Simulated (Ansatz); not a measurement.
Geometry optimisation, UKS BLYP-D4/STO-3G (Ansatz).

input.yaml

```yaml
crystal:
  periodic: [false, false, false]
  atoms:
    - { symbol: O, position_ang: [0.36177, -1.93876, 1.13456] }
    - { symbol: S, position_ang: [1.25048, -0.94182, 0.463] }
    - { symbol: Si, position_ang: [-0.21814, 0.52331, -0.2964] }
    - { symbol: H, position_ang: [-1.10329, -0.18667, -1.20906] }
    - { symbol: H, position_ang: [0.64725, 1.49601, -0.94751] }
    - { symbol: H, position_ang: [-0.93808, 1.04793, 0.85539] }
magnetization:
  spin_polarized: true
  initial_magnetization: 1
basis:
  gaussian: { orbitals: STO-3G }
hamiltonian:
  xc: blyp
  dispersion: d4
relax:
  f_tol: 0.015
  max_steps: 40
```

Command:

```bash
$ ansatz run input.yaml --threads 1 --pin off --max-ram 2048MiB --backend cpu --events-out ev --progress --plain --runs-dir out
```

Question: Where does it end, and by what steps?

Answer: The run converged. Limits of this set-up: minimal basis. After 5 steps the energy has fallen by 0.965 eV; O1 moved furthest, 0.21 Å.

| step | energy less start (eV) | largest force component (eV/Å) | accepted |
| --- | --- | --- | --- |
| 0 | 0.0000 | 7.354 | yes |
| 1 | -0.7670 | 2.778 | yes |
| 2 | -0.9337 | 0.777 | yes |
| 3 | -0.9638 | 0.145 | yes |
| 4 | -0.9644 | 0.121 | yes |
| 5 | -0.9648 | 0.010 | yes |

```xyz
6
Properties=species:S:1:pos:R:3
O 0.366 -2.121 1.243
S 1.311 -0.961 0.469
Si -0.178 0.514 -0.294
H -1.107 -0.106 -1.230
H 0.553 1.569 -0.984
H -0.945 1.105 0.795
```

Whether the end is a true minimum wasn't checked by a vibrational analysis.

Run time: 10 s on 1 thread of Arm Neoverse V1 (shared host), peak memory 0.13 GiB.
